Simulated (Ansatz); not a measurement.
# BH4N: the cost of one run

All numbers below are computed with Ansatz 0.2.0 (RKS PBE-D4/cc-pVDZ).

### 1 The system as given

Bond lengths: B1–N2 1.550 Å, N2–H3 1.060 Å, N2–H4 1.060 Å, B1–H5 1.190 Å, B1–H6 1.190 Å. Angles: B1–N2–H3 120.0°, B1–N2–H4 120.0°, H3–N2–H4 120.0°, N2–B1–H5 120.0°, N2–B1–H6 120.0°, H5–B1–H6 120.0°.

Structure file:

```xyz
6

B     0.0000    0.0000    0.0000
N     0.0000    0.0000    1.5500
H    -0.8770   -0.2713    2.0800
H     0.8770    0.2713    2.0800
H     1.0305    0.0000   -0.5950
H    -1.0305    0.0000   -0.5950
```

### 2 Preparing the start

Input file input.yaml:

```yaml
crystal:
  periodic: [false, false, false]
  atoms:
    - { symbol: B, position_ang: [0.0, 0.0, 0.0] }
    - { symbol: "N", position_ang: [0.0, 0.0, 1.55] }
    - { symbol: H, position_ang: [-0.877, -0.2713, 2.08] }
    - { symbol: H, position_ang: [0.877, 0.2713, 2.08] }
    - { symbol: H, position_ang: [1.0305, 0.0, -0.595] }
    - { symbol: H, position_ang: [-1.0305, 0.0, -0.595] }
basis:
  gaussian: { orbitals: cc-pVDZ }
hamiltonian:
  xc: pbe
  dispersion: d4
relax:
  f_tol: 0.02
  max_steps: 40
```

Command:

```
> ansatz run input.yaml --threads 1 --pin off --max-ram 2048MiB --backend cpu --events-out ev --progress --plain --runs-dir out
```

**Question.** How long does this run take on 1 thread of Intel Xeon 6975P-C (Granite Rapids), shared host, and how much memory does it need?

About 2.7 s, with a peak of 0.11 GiB.
